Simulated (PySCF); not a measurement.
**Worked example: HCGe⁺, quintet against HCGe, quartet**

Geometry (PBE0/def2-TZVP stationary point of a quartet), kept for both states (HCGe, quartet: A''; HCGe⁺, quintet: A''):

```
atom   x (Å)    y (Å)    z (Å)
  Ge  0.0000   0.0140   0.3105
   C  0.0000  -0.1369  -1.6710
   H  0.0000   0.6198  -2.4658
```

Basis 6-31G (Cartesian d functions); PySCF 2.14.0. Correlated methods freeze the noble-gas cores and the filled d shells of p-block atoms. R marks a restricted (for open shells ROHF) determinant. No spin–orbit coupling is included, and no scalar relativity.

Full CI isn't at hand for all of this; RCCSDT serves as the reference. It lacks quadruple excitations, which often exceed the step from CCSD(T) to CCSDT.

| level | E(HCGe, quartet) (hartree) | E(HCGe⁺, quintet) (hartree) |
| --- | --- | --- |
| RCCSD(T) | -2113.435638 | -2113.093855 |
| PBE | -2114.782753 | -2114.409067 |
| r2SCAN | -2115.110229 | -2114.742603 |
| RCCSDT | -2113.436321 | -2113.094515 |

**Question.** Give the vertical gap, HCGe⁺ quintet less HCGe quartet, at each level in eV (1 hartree = 27.2114 eV), and each error against RCCSDT.

**Answer.** RCCSDT: (-2113.094515 − (-2113.436321)) × 27.2114 = 9.301 eV (the reference)
r2SCAN: (-2114.742603 − (-2115.110229)) × 27.2114 = 10.004 eV, error 0.703 eV
PBE: (-2114.409067 − (-2114.782753)) × 27.2114 = 10.169 eV, error 0.868 eV
RCCSD(T): (-2113.093855 − (-2113.435638)) × 27.2114 = 9.300 eV, error -0.001 eV

Total energies of functionals can't be set beside those of wave-function methods, since they hold the core's correlation and their own absolute errors; only the differences compare.

The set has no polarisation functions, so the order and spacing of states can differ from the basis-set limit.

In so small a basis the reference is far from its limit while semilocal and hybrid functionals are nearer theirs, so the functionals' errors here hold much of the reference's basis and frozen-core error, which can add to them or hide them.

Each level lands on the state that its own search finds. T1 diagnostics of restricted CCSD: 0.028 and 0.035.
